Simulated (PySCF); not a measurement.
Molecular orbitals of NaCl

RHF at R = 2.387 Å; basis Na aug-cc-pVDZ, Cl aug-cc-pV(D+d)Z; no relativity; PySCF 2.14. State: ¹Σ⁺ (singlet), closed shell. Only the outer orbitals are listed, counted within each symmetry.

```tsv
orbital	occ.	ε (eV)	on Na (%)	main shells (%)
2π	2	-42.14	100	100 Na p
2π	2	-42.14	100	100 Na p
6σ	2	-42.14	100	100 Na p
7σ	2	-25.61	0	100 Cl s
8σ	2	-10.05	4	96 Cl p
3π	2	-9.56	2	98 Cl p
3π	2	-9.56	2	98 Cl p
9σ	0	-0.57	104	76 Na s, 27 Na p
4π	0	0.28	101	100 Na p
4π	0	0.28	101	100 Na p
```

Problem. Which are the highest filled and the lowest empty level, where do they sit, and how wide is the gap?

Solution. Highest filled 3π at -9.56 eV (in %: 98 Cl p); lowest empty 9σ at -0.57 eV (in %: 76 Na s, 27 Na p); the gap at RHF is 8.99 eV.

```json
{
  "bond order (Mayer)": "0.29",
  "⟨S²⟩": "0.000",
  "charge on Na (Mulliken, basis-dependent)": "0.84",
  "charge on Na (Löwdin, basis-dependent)": "0.61",
  "dipole moment (positive dipole means Na(−)Cl(+))": "-9.47 D",
  "polarisability along the bond": "27.2 bohr³",
  "polarisability across the bond": "23.7 bohr³"
}
```

Shares are Mulliken populations and can fall outside 0 to 100 %.
